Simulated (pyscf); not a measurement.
This saddle point was located with ωB97X-D3(BJ)/def2-SVP in PySCF.

```xyz
12

Mg    -0.9683     0.4456     1.4366
C     -0.0850     0.1245    -0.5268
C     -2.2433     1.6604     2.5600
H     -0.9855     0.1050    -1.1725
H      0.5949    -0.6307    -0.9557
H      0.4160     1.0983    -0.6999
H     -3.0743     1.0821     3.0031
H     -1.7126     2.1375     3.4038
H     -2.6980     2.4729     1.9661
Te     0.4128    -1.9545     2.3333
H      0.3042    -1.0537     0.7796
H     -0.9987    -2.7422     1.9582
```
Charge 0, spin multiplicity 1.

Surface: singlet, charge 0. Lowest wavenumbers (cm⁻¹): 670i, 32, 49, 83, 110.

### Question
Which two sides does it connect, and which bonds change?

### Answer
H₃C–Mg–CH₃ (SMILES [CH3][Mg][CH3]) + TeH₂ (SMILES [TeH2]) ⇌ H₃C–Mg–TeH (SMILES [CH3][Mg][TeH]) + CH₄ (SMILES C), a four-centre exchange read from left to right: C–Mg, H–Te broken and Mg–Te, C–H formed. At ωB97M-D3(BJ)/def2-TZVP it lies +5.3 kcal/mol from the left side and +46.9 kcal/mol from the right (each side as separated species at their lowest minima found). On the reactant side the descent ends in an adduct with a Mg–Te contact (not fully relaxed), 10.5 kcal/mol under the separated species and 10.4 kcal/mol under the saddle at ωB97X-D3(BJ)/def2-TZVP. What is counted as formed (Mg–Te) is already present as a longer contact in the reactant adduct; forming that adduct is a step of its own. At ωB97X-D3(BJ)/def2-TZVP the barrier from the zero used here is -0.1 kcal/mol. One saddle was located; it need not be the lowest between these sides. Elements past Kr carry the def2 core potentials, without spin-orbit coupling.
